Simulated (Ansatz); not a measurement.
**Relaxing BaNa**

Computed with DFT PBE, scalar-relativistic, plane waves, PAW (Ansatz 0.2.0). Cutoff 420 eV, Γ-centred k mesh, Gaussian smearing, no spin polarisation in the final step.

A relaxed cell is given with its space group left out.

```
CELL_PARAMETERS angstrom
0.00000 8.46419 8.46419
8.46419 0.00000 8.46419
8.46419 8.46419 0.00000
ATOMIC_POSITIONS crystal
Na 0.92079 0.23764 0.92079
Na 0.32921 0.32921 0.01236
Na 0.92079 0.92079 0.92079
Na 0.01236 0.32921 0.32921
Na 0.92079 0.92079 0.23764
Na 0.32921 0.01236 0.32921
Na 0.23764 0.92079 0.92079
Na 0.32921 0.32921 0.32921
Na 0.12500 0.12500 0.12500
Na 0.62500 0.12500 0.12500
Na 0.12500 0.62500 0.12500
Na 0.12500 0.12500 0.62500
Ba 0.69171 0.69171 0.30829
Ba 0.94171 0.55829 0.55829
Ba 0.30829 0.30829 0.69171
Ba 0.55829 0.94171 0.94171
Ba 0.69171 0.30829 0.69171
Ba 0.55829 0.55829 0.94171
Ba 0.30829 0.69171 0.30829
Ba 0.94171 0.94171 0.55829
Ba 0.30829 0.69171 0.69171
Ba 0.55829 0.94171 0.55829
Ba 0.69171 0.30829 0.30829
Ba 0.94171 0.55829 0.94171
```

Energies over the elements count from the elements' standard structures at the same level, with no empirical corrections.

What space group does it have?

Fd-3m (No. 227). Conventional cell: a = 16.928 Å. Na on Wyckoff site e (8 atoms of the primitive cell) has 6 Na at 3.63–3.79 Å and 6 Ba at 4.10–4.32 Å; around Na on Wyckoff site d (4 atoms of the primitive cell) lie 6 Na at 3.63 Å and 6 Ba at 4.31 Å; around Ba lie 6 Na at 4.10–4.32 Å and 8 Ba at 4.46–4.59 Å.

What is its formation energy per atom?

-0.02 eV/atom.

Is it a metal?

Yes, bands cross the Fermi level on the 6×6×6 mesh.

The final run used a 6×6×6 mesh on its 24-atom cell and 0.10 eV smearing. The k mesh leaves about 4 meV/atom of noise in metals.

Cost: 2 runs of about 35 core-minutes in all, on AMD EPYC 7R43 (Zen 3) (shared hosts).